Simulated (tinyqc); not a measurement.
MP2 on RHF in the sto-3g basis, frozen core, for CH3+, spin multiplicity 1, step by step (part 2 of 2). Computed by tinyqc, a small Python program that keeps every step (integrals from PySCF). Command: `OMP_NUM_THREADS=1 python tinyqc.py 20224 20225 out.jsonl` (the two numbers bound the seeds that draw the settings). One thread of a shared host (Intel(R) Xeon(R) Processor @ 2.60GHz), about 0.1 s of CPU time with the checks.

Geometry (angstrom):
```
atom          x          y         z
C      0.000000   0.000000  0.112000
H      1.078000   0.000000  0.000000
H     -0.539000   0.934000  0.000000
H     -0.539000  -0.934000  0.000000
```

## Integrals over molecular orbitals

coefficients C:
```
              MO1        MO2        MO3        MO4        MO5        MO6        MO7        MO8
1C 1s    0.992905  -0.234078   0.000073   0.000000  -0.030648  -0.215368   0.000000  -0.000799
1C 2s    0.032307   0.726781  -0.000320   0.000000   0.153939   1.395209   0.000000   0.005482
1C 2px   0.000005   0.000200   0.646287   0.000000   0.000021  -0.003729   0.000000   1.097394
1C 2py   0.000000   0.000000   0.000000   0.646292   0.000000   0.000000   1.097339   0.000000
1C 2pz  -0.000850  -0.029385  -0.000018   0.000000   0.987664  -0.191358   0.000000  -0.000726
2H 1s   -0.006343   0.180482   0.408066   0.000000  -0.051608  -0.756199   0.000000  -1.052730
3H 1s   -0.006339   0.180310  -0.204119   0.353410  -0.051648  -0.761678  -0.909019   0.521988
4H 1s   -0.006339   0.180310  -0.204119  -0.353410  -0.051648  -0.761678   0.909019   0.521988
```

core Hamiltonian H = T + V (hartree), lower triangle:
```
             1C 1s      1C 2s     1C 2px     1C 2py     1C 2pz      2H 1s      3H 1s      4H 1s
1C 1s   -19.226069
1C 2s    -4.641833  -6.139658
1C 2px   -0.000017  -0.000142  -5.154659
1C 2py    0.000000   0.000000   0.000000  -5.154666
1C 2pz    0.005307   0.054047   0.000017   0.000000  -4.967975
2H 1s    -1.190924  -2.675948  -2.174539   0.000000   0.239152  -3.897745
3H 1s    -1.189907  -2.674518   1.086458  -1.882731   0.238985  -0.772410  -3.896776
4H 1s    -1.189907  -2.674518   1.086458   1.882731   0.238985  -0.772410  -0.771636  -3.896776
```

Given earlier and not repeated: Two-electron integrals (ij|kl) in chemists' order.

(pq|rs) = sum C_ip C_jq C_kr C_ls (ij|kl), one index at a time.

one-electron integrals over orbitals h = C^T H C (hartree), lower triangle:
```
            1          2          3          4          5          6          7          8
1  -19.210832
2    0.373538  -5.064731
3   -0.000124  -0.000074  -4.654012
4    0.000000   0.000000   0.000000  -4.653830
5    0.054506  -0.036879   0.000052   0.000000  -4.950192
6    0.314053  -0.845383   0.003557   0.000000   0.139921  -3.634007
7    0.000000   0.000000   0.000000  -0.895860   0.000000   0.000000  -3.859598
8    0.001155  -0.003373  -0.895621   0.000000   0.000460   0.000749   0.000000  -3.859659
```

Two-electron integrals over orbitals (pq|rs), unique and non-zero (hartree); the lowest 1 orbital is frozen and left out:
```
(22|22) 0.528080    (32|22) 0.000090    (32|32) 0.121844    (33|22) 0.513203
(33|32) 0.043785    (33|33) 0.551644    (42|42) 0.121793    (43|42) -0.043855
(43|43) 0.041136    (44|22) 0.513128    (44|32) -0.043828   (44|33) 0.469483
(44|44) 0.551657    (52|22) -0.004470   (52|32) 5.73e-07    (52|33) 0.000097
(52|44) 0.000095    (52|52) 0.099496    (53|22) -3.35e-06   (53|32) -0.001189
(53|33) -0.002769   (53|44) 0.002763    (53|52) -0.000024   (53|53) 0.025320
(54|42) -0.001192   (54|43) 0.002768    (54|54) 0.025319    (55|22) 0.555255
(55|32) -2.73e-06   (55|33) 0.516257    (55|44) 0.516234    (55|52) 0.030178
(55|53) -0.000017   (55|55) 0.673012    (62|22) 0.081575    (62|32) -0.000075
(62|33) 0.058215    (62|44) 0.058076    (62|52) -0.005344   (62|53) -0.000025
(62|55) 0.127381    (62|62) 0.072832    (63|22) -0.000363   (63|32) -0.025058
(63|33) -0.030763   (63|44) 0.030229    (63|52) -0.000047   (63|53) 0.003753
(63|55) -0.000501   (63|62) -0.000426   (63|63) 0.054640    (64|42) -0.025403
(64|43) 0.030613    (64|54) 0.003778    (64|64) 0.055041    (65|22) -0.017915
(65|32) -0.000057   (65|33) -0.009305   (65|44) -0.009256   (65|52) 0.066645
(65|53) -0.000086   (65|55) -0.007094   (65|62) -0.019919   (65|63) 0.000055
(65|65) 0.054052    (66|22) 0.473333    (66|32) -0.000764   (66|33) 0.470811
(66|44) 0.471519    (66|52) -0.022622   (66|53) 0.000046    (66|55) 0.477762
(66|62) 0.037635    (66|63) 0.000227    (66|65) -0.021835   (66|66) 0.471592
(72|42) 0.016096    (72|43) 0.020450    (72|54) 0.007038    (72|64) 0.042476
(72|72) 0.048021    (73|42) 0.048774    (73|43) -0.013996   (73|54) -0.002874
(73|64) -0.027088   (73|72) -0.005621   (73|73) 0.037057    (74|22) 0.086364
(74|32) 0.048777    (74|33) 0.082240    (74|44) 0.054301    (74|52) 0.013355
(74|53) -0.002876   (74|55) 0.124798    (74|62) 0.072765    (74|63) -0.027151
(74|65) -0.006655   (74|66) 0.031766    (74|74) 0.118809    (75|42) 0.015891
(75|43) -0.006098   (75|54) 0.017946    (75|64) -0.005974   (75|72) 0.002210
(75|73) 0.007036    (75|75) 0.020347    (76|42) 0.107426    (76|43) -0.049441
(76|54) -0.005433   (76|64) -0.049290   (76|72) -0.010386   (76|73) 0.056703
(76|75) 0.014619    (76|76) 0.123979    (77|22) 0.498390    (77|32) -0.031356
(77|33) 0.463747    (77|44) 0.533437    (77|52) 0.002407    (77|53) 0.004795
(77|55) 0.504816    (77|62) 0.051178    (77|63) 0.040981    (77|65) -0.005280
(77|66) 0.477771    (77|74) 0.042213    (77|77) 0.546571    (82|22) 0.000334
(82|32) 0.016044    (82|33) -0.020253   (82|44) 0.020706    (82|52) -0.000011
(82|53) 0.007039    (82|55) 0.000504    (82|62) 0.000125    (82|63) 0.042451
(82|65) -0.000079   (82|66) 0.000230    (82|74) -0.005342   (82|77) 0.030674
(82|82) 0.048031    (83|22) 0.086268    (83|32) -0.048911   (83|33) 0.054199
(83|44) 0.082339    (83|52) 0.013355    (83|53) 0.002873    (83|55) 0.124769
(83|62) 0.072735    (83|63) 0.026679    (83|65) -0.006600   (83|66) 0.032570
(83|74) 0.048453    (83|77) 0.076814    (83|82) 0.006053    (83|83) 0.119003
(84|42) 0.048702    (84|43) -0.013886   (84|54) -0.002857   (84|64) -0.026891
(84|72) -0.005452   (84|73) 0.033107    (84|75) 0.007017    (84|76) 0.056534
(84|84) 0.036868    (85|22) -0.000050   (85|32) 0.015891    (85|33) 0.006050
(85|44) -0.006120   (85|52) 0.000255    (85|53) 0.017945    (85|55) -0.000016
(85|62) -0.000079   (85|63) -0.005918   (85|65) 0.000127    (85|66) -0.000184
(85|74) 0.007014    (85|77) -0.004779   (85|82) 0.002206    (85|83) -0.007080
(85|85) 0.020345    (86|22) 0.000008    (86|32) 0.107216    (86|33) 0.049013
(86|44) -0.049223   (86|52) -0.000088   (86|53) -0.005392   (86|55) -0.000064
(86|62) -0.000015   (86|63) -0.048562   (86|65) -0.000117   (86|66) -0.000901
(86|74) 0.056482    (86|77) -0.049416   (86|82) -0.010204   (86|83) -0.056842
(86|85) 0.014578    (86|86) 0.123230    (87|42) -0.030961   (87|43) 0.034691
(87|54) 0.004783    (87|64) 0.041172    (87|72) 0.030416    (87|73) -0.017046
(87|75) -0.004712   (87|76) -0.049207   (87|84) -0.016890   (87|87) 0.042017
(88|22) 0.498452    (88|32) 0.032158    (88|33) 0.533809    (88|44) 0.463379
(88|52) 0.002406    (88|53) -0.004841   (88|55) 0.504837    (88|62) 0.051380
(88|63) -0.041807   (88|65) -0.005321   (88|66) 0.477048    (88|74) 0.077114
(88|77) 0.461482    (88|82) -0.030336   (88|83) 0.041642    (88|85) 0.004852
(88|86) 0.050157    (88|88) 0.547319
```

## Second-order Moller-Plesset energy

orbital energies (hartree): MO1 -11.601219, MO2 -1.288577, MO3 -0.967605, MO4 -0.967586, MO5 -0.249496, MO6 0.251700, MO7 0.320298, MO8 0.320394

Hartree-Fock energy = -38.77164170 hartree

E2 = sum_ijab (ia|jb) [2 (ia|jb) - (ib|ja)] / (e_i + e_j - e_a - e_b) over occupied i, j and virtual a, b; the opposite-spin part is (ia|jb)^2 / denominator, the rest is same-spin, and SCS-MP2 scales them by 6/5 and 1/3.

Terms (the 40 largest of 74):
```
i  j  a  b    (ia|jb)    (ib|ja)  denominator       term
3  3  8  8   0.119003   0.119003    -2.575997  -0.005498
4  4  7  7   0.118809   0.118809    -2.575767  -0.005480
2  2  5  5   0.099496   0.099496    -2.078162  -0.004764
2  4  6  7   0.072765   0.042476    -2.828160  -0.002651
4  2  7  6   0.072765   0.042476    -2.828160  -0.002651
3  2  8  6   0.072735   0.042451    -2.828275  -0.002649
2  3  6  8   0.072735   0.042451    -2.828275  -0.002649
2  2  6  6   0.072832   0.072832    -3.080554  -0.001722
4  4  6  6   0.055041   0.055041    -2.438572  -0.001242
3  3  6  6   0.054640   0.054640    -2.438609  -0.001224
4  3  7  8   0.048453   0.033107    -2.575882  -0.001200
3  4  8  7   0.048453   0.033107    -2.575882  -0.001200
2  2  8  8   0.048031   0.048031    -3.217941  -0.000717
2  2  7  7   0.048021   0.048021    -3.217749  -0.000717
3  3  7  7   0.037057   0.037057    -2.575805  -0.000533
4  4  8  8   0.036868   0.036868    -2.575959  -0.000528
3  3  5  5   0.025320   0.025320    -1.436218  -0.000446
4  4  5  5   0.025319   0.025319    -1.436180  -0.000446
4  3  7  6  -0.027151  -0.027088    -2.507188  -0.000295
3  4  6  7  -0.027151  -0.027088    -2.507188  -0.000295
3  4  7  6  -0.027088  -0.027151    -2.507188  -0.000292
4  3  6  7  -0.027088  -0.027151    -2.507188  -0.000292
4  4  8  6  -0.026891  -0.026891    -2.507265  -0.000288
4  4  6  8  -0.026891  -0.026891    -2.507265  -0.000288
3  3  6  8   0.026679   0.026679    -2.507303  -0.000284
3  3  8  6   0.026679   0.026679    -2.507303  -0.000284
3  4  7  8   0.033107   0.048453    -2.575882  -0.000228
4  3  8  7   0.033107   0.048453    -2.575882  -0.000228
4  2  6  7   0.042476   0.072765    -2.828160  -0.000183
2  4  7  6   0.042476   0.072765    -2.828160  -0.000183
2  3  8  6   0.042451   0.072735    -2.828275  -0.000183
3  2  6  8   0.042451   0.072735    -2.828275  -0.000183
2  4  5  7   0.013355   0.007038    -2.326965  -0.000113
4  2  7  5   0.013355   0.007038    -2.326965  -0.000113
3  2  8  5   0.013355   0.007039    -2.327080  -0.000113
2  3  5  8   0.013355   0.007039    -2.327080  -0.000113
2  3  8  8   0.006053   0.006053    -2.896969  -0.000013
3  2  8  8   0.006053   0.006053    -2.896969  -0.000013
2  2  6  5  -0.005344  -0.005344    -2.579358  -0.000011
2  2  5  6  -0.005344  -0.005344    -2.579358  -0.000011
```

Pair energies (hartree; pair i-j sums ij and ji):
```
pair  opposite spin  same spin
2-2       -0.007941          0
3-2       -0.005258  -0.000683
3-3       -0.008292          0
4-2       -0.005256  -0.000683
4-3       -0.003864  -0.000183
4-4       -0.008296          0
```

MP2 correlation energy = -0.04045636 hartree

SCS-MP2 correlation energy = -0.04720537 hartree

MP2 total energy = -38.81209805 hartree
